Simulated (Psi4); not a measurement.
# B3LYP/6-31G(d) (spherical functions) run of SiNH2Cl (SMILES N[Si]Cl)

Aim: the vertical ionisation energy of SiNH2Cl at B3LYP/6-31G* (spherical functions), from 2 runs. 

The calculation is run with Psi4 1.11.

## 1. The structure to begin with

SiNH2Cl: 5 atoms, total charge 0, spin state singlet. SMILES: `N[Si]Cl`. The coordinates come from a PBE0-D4/def2-TZVP relaxation. This is one conformer, not always the lowest.

Bond lengths: N1–Si2 1.701 Å, Si2–Cl3 2.104 Å, N1–H4 1.009 Å, N1–H5 1.010 Å. Angles: N1–Si2–Cl3 98.2°, Si2–N1–H4 121.0°, Si2–N1–H5 126.0°, H4–N1–H5 113.0°.

## 2. A single-point energy at B3LYP/6-31G(d) (spherical functions)

Input file job.json:

```json
{
  "schema_name": "qcschema_input",
  "schema_version": 1,
  "molecule": {
    "schema_name": "qcschema_molecule",
    "schema_version": 2,
    "symbols": ["N", "Si", "Cl", "H", "H"],
    "geometry": [-0.28005741, 1.10246622, -0.44200694, -0.21958618, -0.64590839, 2.25368738, 1.22643225, -4.01472315, 0.71299367, -0.89440737, 2.90753262, -0.42972372, 0.26191604, 0.51135989, -2.17318504],
    "molecular_charge": 0,
    "molecular_multiplicity": 1,
    "fix_symmetry": "c1",
    "fix_com": true,
    "fix_orientation": true
  },
  "driver": "energy",
  "model": {
    "method": "b3lyp",
    "basis": "6-31G*"
  },
  "keywords": {
    "puream": true,
    "e_convergence": 1e-09,
    "d_convergence": 1e-08,
    "scf_type": "pk",
    "dft_radial_points": 99,
    "dft_spherical_points": 590
  }
}
```

Run with:

```sh
$ psi4 --qcschema job.json -n 1 --memory 1600MB
```

stdout:

```text
[...]
  Running in c1 symmetry.
[...]
  Nuclear repulsion =  131.390318876394929
[...]
  Multiplicity = 1
[...]
  Nalpha       = 20
  Nbeta        = 20
[...]
    Number of basis functions: 54
[...]
   @RKS iter   1:  -805.43687399869486   -1.30274e-01   1.38602e-02 DIIS/ADIIS
[...]
   @RKS iter  12:  -805.68966890743047   -6.82121e-13   3.74622e-09 DIIS
[...]
    Orbital Energies [Eh]
    ---------------------
    Doubly Occupied:
       1A   -101.502616     2A    -66.156022     3A    -14.341952
       4A     -9.437457     5A     -7.196983     6A     -7.192819
       7A     -7.191673     8A     -5.310085     9A     -3.669743
      10A     -3.668464    11A     -3.663881    12A     -0.880797
      13A     -0.807907    14A     -0.527615    15A     -0.524417
      16A     -0.399998    17A     -0.339133    18A     -0.321020
      19A     -0.296083    20A     -0.252324
[...]
  @RKS Final Energy:  -805.68966890743047
   => Energetics <=
    Nuclear Repulsion Energy =            131.3903188763949288
    One-Electron Energy =               -1374.1390146394592193
    Two-Electron Energy =                 482.9086632590227737
    DFT Exchange-Correlation Energy =     -45.8496364033889918
    Empirical Dispersion Energy =           0.0000000000000000
    VV10 Nonlocal Energy =                  0.0000000000000000
    Total Energy =                       -805.6896689074304732
[...]
 Multipole Moments:
 ------------------------------------------------------------------------------------
     Multipole            Electronic (a.u.)      Nuclear  (a.u.)        Total (a.u.)
 ------------------------------------------------------------------------------------
 L = 1.  Multiply by 2.5417464519 to convert [e a0] to [Debye]
 Dipole X            :        -15.4401355           15.1822485           -0.2578869
 Dipole Y            :         67.2449453          -66.1568550            1.0880903
 Dipole Z            :        -38.5378627           37.9755584           -0.5623044
 Magnitude           :                                                    1.2516519
[...]
```

The result, in JSON:

```text
{
 "driver": "energy",
 "model": {
  "method": "b3lyp",
  "basis": "6-31G*"
 },
 "success": true,
 "return_result": -805.6896689074305,
 "properties": {
  "calcinfo_nbasis": 54,
  "calcinfo_nmo": 54,
  "calcinfo_nalpha": 20,
  "calcinfo_nbeta": 20,
  "calcinfo_natom": 5,
  "nuclear_repulsion_energy": 131.39031887639493,
  "return_energy": -805.6896689074305,
  "scf_one_electron_energy": -1374.1390146394592,
  "scf_two_electron_energy": 482.9086632590228,
  "scf_xc_energy": -45.84963640338899,
  "scf_dipole_moment": [-0.25788693285088193, 1.0880903394910035, -0.5623043732035953],
  "scf_total_energy": -805.6896689074305,
  "scf_iterations": 12
 }
}
```

It took 5.7 s on 1 thread of Intel Xeon 6975P-C (Granite Rapids), shared host; peak memory 0.6 GiB.

## 3. The doublet cation at the same level

Input file job.inp:

```
memory 1600 mb

molecule m {
  1 2
  N
  Si 1 R2
  Cl 2 R3 1 A3
  H 1 R4 2 A4 3 D4
  H 1 R5 4 A5 2 D5

  R2 = 1.700565
  R3 = 2.104344
  A3 = 98.20658
  R4 = 1.009029
  A4 = 121.04357
  D4 = 179.99707
  R5 = 1.009622
  A5 = 112.99555
  D5 = 179.99345
  symmetry c1
}

set {
  reference uks
  puream true
  e_convergence 1e-09
  d_convergence 1e-08
  scf_type pk
  dft_radial_points 99
  dft_spherical_points 590
  maxiter 200
}

result, w = energy("b3lyp/6-31G*", return_wfn=True)
oeprop(w, "MULLIKEN_CHARGES", "QUADRUPOLE", "DIPOLE")
```

Run with:

```sh
$ psi4 -n 1 job.inp job.out
```

job.out, shortened:

```text
[...]
  Running in c1 symmetry.
[...]
  Nuclear repulsion =  131.390326077442467
[...]
  Multiplicity = 2
[...]
  Nalpha       = 20
  Nbeta        = 19
[...]
    Number of basis functions: 54
[...]
   @UKS iter   1:  -805.10637606353487    2.00224e-01   1.31937e-02 ADIIS/DIIS
[...]
   @UKS iter  15:  -805.34381433770454   -2.27374e-12   6.55356e-09 DIIS
[...]
   @S^2 Observed:                7.556506363E-01
[...]
  @UKS Final Energy:  -805.34381433770454
   => Energetics <=
    Nuclear Repulsion Energy =            131.3903260774424666
    One-Electron Energy =               -1363.6017766978852706
    Two-Electron Energy =                 472.4550058414635600
    DFT Exchange-Correlation Energy =     -45.5873695587254062
    Empirical Dispersion Energy =           0.0000000000000000
    VV10 Nonlocal Energy =                  0.0000000000000000
    Total Energy =                       -805.3438143377045435
[...]
 Multipole Moments:
 ------------------------------------------------------------------------------------
     Multipole            Electronic (a.u.)      Nuclear  (a.u.)        Total (a.u.)
 ------------------------------------------------------------------------------------
 L = 1.  Multiply by 2.5417464519 to convert [e a0] to [Debye]
 Dipole X            :          0.0000398           -0.0001005           -0.0000607
 Dipole Y            :         -1.1360883            2.8528461            1.7167578
 Dipole Z            :          3.5611540           -4.2808328           -0.7196788
 Magnitude           :                                                    1.8615034
 L = 2.  Multiply by 1.3450342976 to convert [e a0^2] to [Debye ang]
 Quadrupole XX       :        -21.1450518            0.0000000          -21.1450517
 Quadrupole XY       :          0.0002419           -0.0002986           -0.0000567
[...]
  Mulliken Charges: (a.u.)
   Center  Symbol    Alpha    Beta     Spin     Total
       1     N     3.90167  3.86557  0.03610 -0.76724
       2    SI     6.87906  6.18607  0.69299  0.93487
       3    CL     8.63331  8.37978  0.25354 -0.01309
       4     H     0.29164  0.29263 -0.00099  0.41572
       5     H     0.29431  0.27594  0.01837  0.42974
   Total alpha = 20.00000, Total beta = 19.00000, Total charge =  1.00000
    Psi4 run time: 0:00:08.25
```

Wall time 9.3 s (1 thread of Intel Xeon 6975P-C (Granite Rapids), shared host); peak memory 0.6 GiB.

## 4. Summary of results

Level: B3LYP/6-31G* (spherical functions).

| quantity | value |
| --- | --- |
| singlet SiNH2Cl: total energy | -805.68967 Eh |
| singlet SiNH2Cl: dipole moment | 3.18 D |
| singlet SiNH2Cl: HOMO energy | -6.87 eV |
| singlet SiNH2Cl: LUMO energy | -1.58 eV |
| singlet SiNH2Cl: HOMO–LUMO gap | 5.28 eV |
| doublet cation: total energy | -805.34381 Eh |
| doublet cation: HOMO energy (highest over α and β) | -14.35 eV |
| doublet cation: LUMO energy (lowest over α and β) | -11.91 eV |
| doublet cation: ⟨S²⟩ | 0.756 |
| vertical ionisation energy (to the doublet cation) | 9.411 eV |

The vertical ionisation energy comes to 9.41 eV (217 kcal/mol). The negative HOMO energy of the first species, 6.87 eV, lies 2.55 eV below that difference. Mulliken charges (doublet cation) run from -0.77 on N1 to +0.93 on Si2; they depend strongly on the basis.
